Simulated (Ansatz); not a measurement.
A-type hexagonal La2O3: PBE at its full settings (plane-wave cutoff 520 eV, 12×12×6 k mesh (along the axes of the cell as run), Fermi–Dirac smearing 0.01 eV, scalar-relativistic PAW data made under PBE) and at cheaper ones, in a cell of 5 atoms with Γ-centred meshes.

```csv
level and setting,lattice constant a (Å),lattice parameter c (Å),bulk modulus B0 (GPa),band gap (eV)
PBE (Ansatz),3.941,6.187,109,3.83
PBE (250 eV cutoff) (Ansatz),3.951,6.206,97.0,3.83
PBE (300 eV cutoff) (Ansatz),3.942,6.184,113,3.83
PBE (Γ point alone) (Ansatz),3.737,6.942,7.8,4.07
PBE (2×2×2 k mesh) (Ansatz),3.954,6.194,111,3.77
PBE (4×4×4 k mesh) (Ansatz),3.941,6.188,109,3.83
PBE (6×6×6 k mesh) (Ansatz),3.941,6.187,109,3.83
PBE (Fermi-Dirac smearing of 0.3 eV) (Ansatz),3.941,6.187,109,3.83
```

Largest shifts from the full settings: lattice constant a -5.18 % (PBE (Γ point alone)), against a difference of +0.18 % of the full result from the reference 3.934 Å (measured, 300 K, no zero-point or thermal correction, sources range from 3.934 to 3.940; as tabulated in Santana et al. (2016), arXiv:1608.06321); lattice parameter c +12.2 % (PBE (Γ point alone)), against a difference of +0.93 % of the full result from the reference 6.13 Å (measured, temperature not stated, no zero-point or thermal correction; as tabulated in Rustad et al. (2011), arXiv:1107.4261); bulk modulus -93 % (PBE (Γ point alone)), against a difference of -3.5 % of the full result from the reference 113 GPa (measured, 300 K, no zero-point or thermal correction; as tabulated in Santana et al. (2016), arXiv:1608.06321); band gap +0.24 eV (PBE (Γ point alone)).

Each row is at its own relaxed cell, so a gap follows the cell too.

Band edges were searched off the SCF mesh.

Levels without +SOC have no spin–orbit coupling; where heavier elements are present it shifts gaps, mostly down, and can invert bands. Density-functional gaps are differences of (generalised) Kohn–Sham levels.

Ansatz's density-functional and Hartree–Fock values are scalar-relativistic unless marked +SOC, with PAW data made under PBE.

Run with cheap settings on purpose, which may leave them unconverged: PBE (250 eV cutoff), PBE (2×2×2 k mesh), PBE (300 eV cutoff), PBE (4×4×4 k mesh), PBE (6×6×6 k mesh), PBE (Fermi-Dirac smearing of 0.3 eV), PBE (Γ point alone).

Ansatz is a first-principles code.
